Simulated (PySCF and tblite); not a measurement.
Results of a calculation; reference values are marked as such.
C4H8O, numbered as in [CH3:1][CH2:2][CH2:3][CH:4]=[O:5].

Level: PBE0-D3(BJ)/def2-TZVP//PBE0-D3(BJ)/def2-SVP, thermal terms from GFN2-xTB, symmetry numbers and mirror pairs counted. Conformers within 4 kcal/mol (GFN2-xTB free energy) were kept, 7 at most. GIAO shieldings: PBE0/pcSseg-1. Shifts are against TMS (¹H), TMS (¹³C) at the same level. Codes: tblite and PySCF.

Question: What shifts does this protocol give at 298.15 K under fast conformational exchange?

Answer: ¹H: 9.84 (H4, 1H), 2.18 (H3, 2H), 1.50 (H2, 2H), 0.99 (H1, 3H) ppm. ¹³C: 204.7 (C4), 49.6 (C3), 17.8 (C2), 15.1 (C1) ppm.

Question: How do the conformers differ?

Answer: Torsions listed: C1–C2–C3–C4, C2–C3–C4–O5. Of a mirror pair one member is shown.
```
conformer         shape  weight %
        1     -70°, -3°      39.7
        2     -179°, 0°      33.7
        3  -177°, -133°      12.3
        4    66°, -132°      12.3
        5   -68°, -122°       2.0
```

| signal | 1 | 2 | 3 | 4 | 5 | average |
| --- | --- | --- | --- | --- | --- | --- |
| H1 | 1.00 | 0.95 | 1.11 | 0.89 | 1.30 | 0.99 |
| H2 | 1.47 | 1.46 | 1.47 | 1.68 | 1.58 | 1.50 |
| H3 | 2.29 | 2.19 | 1.96 | 2.08 | 2.08 | 2.18 |
| H4 | 9.86 | 9.90 | 9.70 | 9.68 | 10.06 | 9.84 |
| C1 | 14.8 | 15.0 | 16.3 | 15.4 | 14.9 | 15.1 |
| C2 | 17.3 | 17.0 | 19.3 | 19.1 | 21.3 | 17.8 |
| C3 | 48.8 | 51.1 | 50.0 | 48.3 | 47.9 | 49.6 |
| C4 | 204.5 | 204.0 | 204.8 | 206.8 | 205.2 | 204.7 |

Thermal terms of a conformer that GFN2-xTB lacks, or places elsewhere, come from the nearest GFN2-xTB minimum; such a conformer stays in the set even outside the window. Shifts are unscaled: against experiment ¹³C can be off by 15 ppm or more and ¹H by 0.8 ppm.
